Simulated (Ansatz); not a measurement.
## [Br···H···Cl], doublet along the distance Br1-H2

Starting geometry:

```csv
atom,x (Å),y (Å),z (Å)
Br,0.0000,0.0000,-1.5332
H,0.0000,0.0000,-0.1126
Cl,0.0000,0.0000,1.6458
```

From there H2 is moved from one fragment to the other while all else, the fragments' distance too, stays fixed; atoms are numbered as listed. Energies are in kJ/mol, counted from the starting geometry at the same level. Kohn–Sham curves are unrestricted where that lies lower.

Basis cc-pVTZ; Ansatz 0.2.0. Correlated methods freeze the noble-gas cores and the filled d shells of p-block atoms. Prefix R: restricted or restricted open-shell reference; prefix U: unrestricted. No spin–orbit coupling is included, and no scalar relativity.

Full CI isn't at hand for all of this; UCCSDT(Q) serves as the reference, and is uncertain by about the last step of the cluster series.

```csv
distance Br1-H2 (Å),B3LYP
1.421,0.0
1.479,-5.5
1.596,-11.9
1.712,-22.2
1.829,-34.1
```

**Question.** Estimate the UCCSDT(Q) curve in cc-pVTZ from this one, knowing how B3LYP errs.

**Answer.** The computed UCCSDT(Q) values, in kJ/mol from the starting point, and the error of B3LYP against them:
```
distance Br1-H2 (Å)  UCCSDT(Q)  B3LYP less UCCSDT(Q)
              1.421        0.0                   0.0
              1.479       -1.9                  -3.6
              1.596       -4.0                  -7.9
              1.712      -17.3                  -4.9
              1.829      -37.3                   3.2
```

The error spans 11.1 kJ/mol and is largest, -7.9 kJ/mol, at 1.596 Å.

Functionals correlate the shells that the reference freezes, so part of their error here is the reference's.
